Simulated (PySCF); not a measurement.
PySCF input (TPSSh/def2-TZVPD):

```python
from pyscf import gto, scf, dft

mol = gto.M(
    atom='''
    S    -0.00745418    0.00930076    1.18886061
    C    -0.00314603    1.23475990   -0.01554078
    C     0.00321953   -1.23485160    0.00381953
    C     0.00610781    0.70120956   -1.27203811
    C     0.00977370   -0.72102529   -1.26088861
    H    -0.00764255    2.27441778    0.26701165
    H     0.00407084   -2.26996127    0.30263693
    H     0.01016329    1.29868792   -2.17207880
    H     0.01694535   -1.33251200   -2.15145173
    ''',
    basis='def2-tzvpd',
    charge=0,
    spin=0,
    verbose=4,
)

mf = dft.RKS(mol, xc='tpssh').density_fit(auxbasis='def2-universal-jkfit')
mf.grids.level = 3
mf.conv_tol = 1e-9
mf.max_cycle = 100
mf.max_memory = 1500
mf.kernel()
if not mf.converged:
    mf = mf.newton()
    mf.kernel(mf.make_rdm1())
mf.analyze()
```

Output:

```
PySCF version 2.14.0

[INPUT] verbose = 4
[INPUT] num. atoms = 9
[INPUT] num. electrons = 44
[INPUT] charge = 0
[INPUT] spin (= nelec alpha-beta = 2S) = 0
[INPUT] symmetry False subgroup None
[INPUT] Mole.unit = angstrom
[INPUT] Symbol           X                Y                Z      unit          X                Y                Z       unit  Magmom
[INPUT]  1 S     -0.007454180000   0.009300760000   1.188860610000 AA   -0.014086358683   0.017575889150   2.246620953183 Bohr   0.0
[INPUT]  2 C     -0.003146030000   1.234759900000  -0.015540780000 AA   -0.005945135080   2.333358040595  -0.029367817962 Bohr   0.0
[INPUT]  3 C      0.003219530000  -1.234851600000   0.003819530000 AA    0.006084029950  -2.333531328481   0.007217865625 Bohr   0.0
[INPUT]  4 C      0.006107810000   0.701209560000  -1.272038110000 AA    0.011542088121   1.325094024327  -2.403803647909 Bohr   0.0
[INPUT]  5 C      0.009773700000  -0.721025290000  -1.260888610000 AA    0.018469616224  -1.362540326985  -2.382734146484 Bohr   0.0
[INPUT]  6 H     -0.007642550000   2.274417780000   0.267011650000 AA   -0.014442326393   4.298026697041   0.504578890568 Bohr   0.0
[INPUT]  7 H      0.004070840000  -2.269961270000   0.302636930000 AA    0.007692772697  -4.289605113670   0.571900912879 Bohr   0.0
[INPUT]  8 H      0.010163290000   1.298687920000  -2.172078800000 AA    0.019205834625   2.454164490081  -4.104634052974 Bohr   0.0
[INPUT]  9 H      0.016945350000  -1.332512000000  -2.151451730000 AA    0.032022070585  -2.518082737696  -4.065654539922 Bohr   0.0

nuclear repulsion = 202.980075589289
number of shells = 88
number of NR pGTOs = 324
number of NR cGTOs = 230
basis = def2-tzvpd
ecp = {}

******** <class 'pyscf.df.df_jk.DFRKS'> ********
method = DFRKS
initial guess = minao
damping factor = 0
level_shift factor = 0
DIIS = <class 'pyscf.scf.diis.CDIIS'>
diis_start_cycle = 1
diis_space = 8
diis_damp = 0
SCF conv_tol = 1e-09
SCF conv_tol_grad = None
SCF max_cycles = 100
direct_scf = False
XC library pyscf.dft.libxc version 7.1.2
    S. Lehtola, C. Steigemann, M. J. T. Oliveira, and M. A. L. Marques,  SoftwareX 7, 1–5 (2018)
XC functionals = tpssh
    V. N. Staroverov, G. E. Scuseria, J. Tao, and J. P. Perdew,  J. Chem. Phys. 119, 12129 (2003)
radial grids:
    Treutler-Ahlrichs [JCP 102, 346 (1995); DOI:10.1063/1.469408] (M4) radial grids

becke partition: Becke, JCP 88, 2547 (1988); DOI:10.1063/1.454033
pruning grids: <function nwchem_prune>
grids dens level: 3
symmetrized grids: False
atomic radii adjust function: <function treutler_atomic_radii_adjust>
small_rho_cutoff = 0
Set gradient conv threshold to 3.16228e-05
Initial guess from minao.
tot grids = 114584
******** <class 'pyscf.df.df.DF'> ********
auxbasis = def2-universal-jkfit
init E= -553.820151902716
  HOMO = -0.283768331491561  LUMO = -0.0954918283598012  gap/eV = 5.12326
[...]
cycle= 9 E= -553.112188929848  delta_E= -5.61e-10  |g|= 7.92e-06  |ddm|= 0.000301
  HOMO = -0.230925409054727  LUMO = -0.0314370612154704  gap/eV = 5.42835
Extra cycle  E= -553.11218892984  delta_E= 8.19e-12  |g|= 8.88e-06  |ddm|= 3.3e-05
converged SCF energy = -553.11218892984
**** SCF Summaries ****
Total Energy =                        -553.112188929840045
Nuclear Repulsion Energy =             202.980075589288589
One-electron Energy =                -1160.272924865657615
Two-electron Energy =                  404.180660346528953
Two-electron Coulomb Energy =          453.145241984122549
DFT Exchange-Correlation Energy =      -48.964581637593589
HOMO-LUMO gap [eV] =                     5.428354439546031
**** MO energy ****
MO #1   energy= -88.7430988578364  occ= 2
MO #2   energy= -10.1383117478378  occ= 2
MO #3   energy= -10.1383039427138  occ= 2
MO #4   energy= -10.1182310816634  occ= 2
MO #5   energy= -10.1178514402551  occ= 2
MO #6   energy= -7.88860665438857  occ= 2
MO #7   energy= -5.83823060348292  occ= 2
MO #8   energy= -5.83431563187176  occ= 2
MO #9   energy= -5.83216459301421  occ= 2
MO #10  energy= -0.858959034471084 occ= 2
MO #11  energy= -0.714125617451606 occ= 2
MO #12  energy= -0.706471928354705 occ= 2
MO #13  energy= -0.548542810370188 occ= 2
MO #14  energy= -0.537696991366355 occ= 2
MO #15  energy= -0.500494473123702 occ= 2
MO #16  energy= -0.397797036190462 occ= 2
MO #17  energy= -0.377711532838126 occ= 2
MO #18  energy= -0.373676934135646 occ= 2
MO #19  energy= -0.36951125691697  occ= 2
MO #20  energy= -0.33008360356849  occ= 2
MO #21  energy= -0.244507248879912 occ= 2
MO #22  energy= -0.230925409054727 occ= 2
MO #23  energy= -0.0314370612154704 occ= 0
MO #24  energy= 0.00282311261302119 occ= 0
MO #25  energy= 0.00911221833906969 occ= 0
MO #26  energy= 0.028454755290393  occ= 0
MO #27  energy= 0.0326867374071899 occ= 0
MO #28  energy= 0.0359172428709651 occ= 0
MO #29  energy= 0.0417837741849812 occ= 0
MO #30  energy= 0.045122196377126  occ= 0
MO #31  energy= 0.0640164924296062 occ= 0
MO #32  energy= 0.0646449601705092 occ= 0
MO #33  energy= 0.103085153389148  occ= 0
MO #34  energy= 0.103637078709601  occ= 0
MO #35  energy= 0.131365193419537  occ= 0
MO #36  energy= 0.139755589756906  occ= 0
MO #37  energy= 0.141494081494507  occ= 0
MO #38  energy= 0.144782111771314  occ= 0
MO #39  energy= 0.147377349469204  occ= 0
MO #40  energy= 0.166403455495462  occ= 0
MO #41  energy= 0.17146705289954   occ= 0
MO #42  energy= 0.172945624662668  occ= 0
MO #43  energy= 0.196299326914069  occ= 0
MO #44  energy= 0.211413397761585  occ= 0
MO #45  energy= 0.212113554525517  occ= 0
MO #46  energy= 0.212747904724041  occ= 0
MO #47  energy= 0.215774619599138  occ= 0
MO #48  energy= 0.245506605055223  occ= 0
MO #49  energy= 0.247371760810397  occ= 0
MO #50  energy= 0.263229443207218  occ= 0
MO #51  energy= 0.266865931288849  occ= 0
MO #52  energy= 0.269069143338717  occ= 0
MO #53  energy= 0.278703717249979  occ= 0
MO #54  energy= 0.289005144298002  occ= 0
MO #55  energy= 0.295767823498325  occ= 0
MO #56  energy= 0.298182595316806  occ= 0
MO #57  energy= 0.301627255561841  occ= 0
MO #58  energy= 0.323675445991579  occ= 0
MO #59  energy= 0.336574728492838  occ= 0
MO #60  energy= 0.338869886663619  occ= 0
MO #61  energy= 0.347226386224277  occ= 0
MO #62  energy= 0.34993411671845   occ= 0
MO #63  energy= 0.350662755438501  occ= 0
MO #64  energy= 0.36171817421249   occ= 0
MO #65  energy= 0.369247218357223  occ= 0
MO #66  energy= 0.374545577296243  occ= 0
MO #67  energy= 0.407525050664641  occ= 0
MO #68  energy= 0.418583106047248  occ= 0
MO #69  energy= 0.419131833816092  occ= 0
MO #70  energy= 0.429669170413514  occ= 0
MO #71  energy= 0.434364018218827  occ= 0
MO #72  energy= 0.449156593964242  occ= 0
MO #73  energy= 0.452625216864056  occ= 0
MO #74  energy= 0.454265074320525  occ= 0
MO #75  energy= 0.46590111627402   occ= 0
MO #76  energy= 0.466563600101129  occ= 0
MO #77  energy= 0.493752759169351  occ= 0
MO #78  energy= 0.506258701145592  occ= 0
MO #79  energy= 0.519850149416824  occ= 0
MO #80  energy= 0.525508349727548  occ= 0
MO #81  energy= 0.531840411160426  occ= 0
MO #82  energy= 0.540722594621645  occ= 0
MO #83  energy= 0.548674692038478  occ= 0
MO #84  energy= 0.560092122760588  occ= 0
MO #85  energy= 0.575182298527008  occ= 0
MO #86  energy= 0.57782577049846   occ= 0
MO #87  energy= 0.606763997217683  occ= 0
MO #88  energy= 0.630937685360923  occ= 0
MO #89  energy= 0.661240502980588  occ= 0
MO #90  energy= 0.666146499681178  occ= 0
MO #91  energy= 0.671438207940515  occ= 0
MO #92  energy= 0.678506068277256  occ= 0
MO #93  energy= 0.695937281319315  occ= 0
MO #94  energy= 0.699206402325     occ= 0
MO #95  energy= 0.701661612496613  occ= 0
MO #96  energy= 0.70376972562139   occ= 0
MO #97  energy= 0.712501346578565  occ= 0
MO #98  energy= 0.730087918926857  occ= 0
MO #99  energy= 0.734346543533133  occ= 0
MO #100 energy= 0.742250060089496  occ= 0
MO #101 energy= 0.771813324362649  occ= 0
MO #102 energy= 0.781303389080027  occ= 0
MO #103 energy= 0.787068005627008  occ= 0
MO #104 energy= 0.800509152422022  occ= 0
MO #105 energy= 0.850590245596209  occ= 0
MO #106 energy= 0.876256347506418  occ= 0
MO #107 energy= 0.881999087457622  occ= 0
[...]
```
